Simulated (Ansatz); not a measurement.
A made-up structure of CH$_{3}$S$_{2}$, doublet:

S1  (-0.684, -1.264, -0.837)
C2  (0.055, 0.105, -0.097)
S3  (0.477, -0.021, 1.568)
H4  (0.018, -1.046, 2.335)
H5  (0.244, 1.013, -0.651)
H6  (1.553, 0.786, 1.544)
(Å)

It is relaxed with PBE-D4/def2-SVP and then PBE0-D4/def2-TZVP (Ansatz 0.2.0). Atoms count as bonded within 1.22 times the sum of their covalent radii (H–H: 0.88 Å). The end point is not checked to be a true minimum.

(1) Does its bonding change? (Judge from chemistry; the calculation decides.)

Answers

(1) Computed: Yes. Formed: C2–H6; broken: S3–H6.

Where it ends: The first stage lowers the energy by 3.37 eV in 78 steps. It ends as CH₃S₂ ([S][CH2][SH]):
```xyz
6
angstrom
S -0.4981 -1.2515 -0.5286
C 0.3571 0.1121 0.2265
S -0.0262 0.5092 1.9507
H 0.2307 -0.7128 2.4426
H 0.1749 1.0285 -0.3398
H 1.4235 -0.1131 0.1105
```

Labels in which every atom is bracketed show which atoms are joined, not bond orders.

For scale, one of the runs: PBE0-D4/def2-TZVP relaxation, 123 basis functions, launched by `ansatz run in.yaml --threads 2 --pin off --events-out ev --progress --plain --max-ram 4352MiB`. The run took about 53 s on 2 CPU threads of an Arm Neoverse V1 (shared host).
